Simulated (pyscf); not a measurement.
Structures and frequencies: ωB97X-D3(BJ)/def2-SVP in PySCF.

### Question
PBE/def2-TZVP puts the barrier of Cl–BH–Cl (SMILES ClBCl) + H₂C=CH₂ (SMILES C=C) → H₂C=CH–B(Cl)–Cl (SMILES C=CB(Cl)Cl) + H₂ (SMILES [H][H]) (four-centre exchange; singlet surface; B–H, C–H broken, B–C, H–H formed) at 119.5 kJ/mol and the reaction energy at -6.4 kJ/mol, from the separated reactants. What do r²SCAN/def2-TZVP, PBE0-D3(BJ)/def2-TZVP, ωB97M-D3(BJ)/def2-TZVP give on the same structures?

### Answer
r²SCAN: ΔE‡ = 125.0 kJ/mol, ΔE = -11.7 kJ/mol; PBE0-D3(BJ): ΔE‡ = 119.6 kJ/mol, ΔE = -9.7 kJ/mol; ωB97M-D3(BJ): ΔE‡ = 144.9 kJ/mol, ΔE = -5.1 kJ/mol. PBE's barrier matches one of them and lies within 25.4 kJ/mol of the others. Its reaction energy lies among theirs. At the saddle there is also a short B–H contact that neither side keeps. The same reactants have a lower exit, to Cl–BH–CH₂–CH₂–Cl (barrier +88.0 kJ/mol at ωB97M-D3(BJ)/def2-TZVP, against +144.9 kJ/mol here). This is the saddle that the search found; another between the same sides may lie lower.
